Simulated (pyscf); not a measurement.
PySCF, gas phase, ωB97X-D3(BJ)/def2-SVP geometries.

Problem. F–Si(SiH₃)(SiH₃)–SiH₃ (SMILES F[Si]([SiH3])([SiH3])[SiH3]) + CH₃• (SMILES [CH3]) → F–Si(SiH₂•)(SiH₃)–SiH₃ (SMILES F[Si]([SiH2])([SiH3])[SiH3]) + CH₄ (SMILES C)
Surface: doublet. Broken: H–Si. Formed: C–H. Give ΔE‡ and ΔE from ωB97M-D3(BJ)/def2-TZVP, relative to the separated reactants.

Solution. ΔE‡ = 25.4 kJ/mol, ΔE = -83.2 kJ/mol. Zero-point energy shifts the barrier by +0.9 kJ/mol. It is a hydrogen abstraction, with an imaginary mode of 828i cm⁻¹. F–Si(SiH₂•)(SiH₃)–SiH₃ lies 34.9 kJ/mol over its isomer F–SiH₂–Si•(SiH₃)–SiH₃ (electronic energy, ωB97M-D3(BJ)/def2-TZVP). One saddle was located; it need not be the lowest between these sides. The angle at the transferred H is 175°.
